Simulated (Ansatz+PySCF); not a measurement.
**singlet O₂: levels of theory in one basis**

```xyz
2

O     0.0000    0.0000   -0.5941
O     0.0000    0.0000    0.5941
```

Basis set: cc-pVDZ (spherical functions). Left uncorrelated: 2 orbitals. Charge 0, multiplicity 1.

Computed with Ansatz (development build ahead of 0.2.0); each method stands on the lowest determinant of its kind that the runs found. NEVPT2 correlates all electrons. Active spaces start from the frontier orbitals, and the lowest solution found is given.

```json
{"method": "RHF", "E − E(RHF) (eV)": "0.00", "<S²> of the determinant": "0.00"}
{"method": "UHF", "E − E(RHF) (eV)": "-1.55", "<S²> of the determinant": "1.02"}
{"method": "RHF-MP2", "E − E(RHF) (eV)": "-10.12", "<S²> of the determinant": "–"}
{"method": "UHF-MP2", "E − E(RHF) (eV)": "-10.72", "<S²> of the determinant": "1.02"}
{"method": "RHF-CCSD", "E − E(RHF) (eV)": "-10.22", "<S²> of the determinant": "–"}
{"method": "RHF-CCSD(T)", "E − E(RHF) (eV)": "-10.58", "<S²> of the determinant": "–"}
{"method": "UHF-CCSD(T)", "E − E(RHF) (eV)": "-11.51", "<S²> of the determinant": "1.02"}
{"method": "RHF-CCSDT(Q)", "E − E(RHF) (eV)": "-10.94", "<S²> of the determinant": "–"}
{"method": "CASSCF(12,8)", "E − E(RHF) (eV)": "-3.56", "<S²> of the determinant": "–"}
{"method": "CASSCF(2,2)", "E − E(RHF) (eV)": "-1.72", "<S²> of the determinant": "–"}
{"method": "SC-NEVPT2(2,2)", "E − E(RHF) (eV)": "-10.06", "<S²> of the determinant": "–"}
```

Q: What does SC-NEVPT2(12,8) give on the same scale?

A: -9.90 eV. NEVPT2 here correlates all electrons, so it doesn't share the others' frozen core.

Q: Is a single determinant a sound starting point here?

A: It is doubtful. Unrestricted orbitals lower Hartree–Fock by 1.55 eV and <S²> is 1.02 where a pure state has 0.00, a sign of strong static correlation. The CASSCF(12,8) natural occupations are 2.00, 2.00, 1.97, 1.95, 1.95, 1.05, 1.05, 0.04. The CASSCF(2,2) natural occupations are 1.84, 0.16.

Caution: another spin multiplicity may lie lower. Caution for RHF, RHF-MP2, RHF-CCSD, RHF-CCSD(T), RHF-CCSDT(Q): an unrestricted determinant lies well below. Caution for UHF, UHF-MP2, UHF-CCSD(T): the unrestricted determinant is a mixture of spin states; the determinant breaks the point group. Caution for RHF-CCSDT(Q): the amplitudes may be one of several solutions. Caution for CASSCF(2,2): other starts end on other solutions of this active space.
